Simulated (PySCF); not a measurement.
## disulfides: 4 charge schemes on one density

Disulfides, H₂S₂.
Geometry (GFN2-xTB, Å), atoms numbered from 1 in this order:
```
atom  x, y, z in Å
S1     0.8876    0.4151    0.5312
S2    -0.8868    0.4739   -0.4835
H3     1.5461   -0.4177   -0.2864
H4    -1.5366   -0.4665    0.2160
```

Density: PBE0/pcSseg-1 (PySCF); schemes: Mulliken, IAO, Hirshfeld and ESP-fitted. Geometry: GFN2-xTB; no solvent, vibrations or thermal averaging.

Problem. Which atoms carry the lowest charge in the Mulliken, IAO, Hirshfeld and ESP-fitted schemes?

Solution. All schemes agree: Mulliken S1 and S2 (-0.158); IAO S1 and S2 (-0.099); Hirshfeld S1 and S2 (-0.051); ESP-fitted S1 and S2 (-0.189).

Problem. At which atom do the 4 schemes differ most?

Solution. At S1, S2, H3 and H4: from -0.189 (ESP-fitted) to -0.051 e (Hirshfeld), 0.138 e apart.

Problem. For which atoms does the sign change between the 4 schemes (beyond +0.03 e in one, beyond −0.03 e in another)?

Solution. For none.

Problem. What partial charge does each atom carry?

Solution. In e:

```csv
atom,environment,Mulliken,IAO,Hirshfeld,ESP-fitted
S1,disulfide sulfur,-0.158,-0.099,-0.051,-0.189
S2,disulfide sulfur,-0.158,-0.099,-0.051,-0.189
H3,S–H hydrogen,+0.158,+0.099,+0.051,+0.189
H4,S–H hydrogen,+0.158,+0.099,+0.051,+0.189
```

Mean size of the charges over all atoms: ESP-fitted 0.189 e, Mulliken 0.158 e, IAO 0.099 e, Hirshfeld 0.051 e. Each set sums to the total charge, 0, to within 0.001 e. The Mulliken scheme counts on each atom the diagonal of the density matrix times the overlap matrix over that atom's basis functions. The Hirshfeld scheme divides the density at each point in proportion to the densities of the neutral, spherically averaged free atoms.

Problem. How many electrons does the IAO scheme count on S1?

Solution. Z − q = 16 − (-0.099) = 16.099.

Problem. Sum the charges by element.

Solution. 
| element | atoms | Mulliken | IAO | Hirshfeld | ESP-fitted |
| --- | --- | --- | --- | --- | --- |
| S | 2 | -0.316 | -0.199 | -0.102 | -0.378 |
| H | 2 | +0.316 | +0.199 | +0.102 | +0.378 |

The run behind these numbers computed NMR shieldings as well. The run took 1.6 s of wall time on one thread of an Arm Neoverse V2, no GPU (shared host).
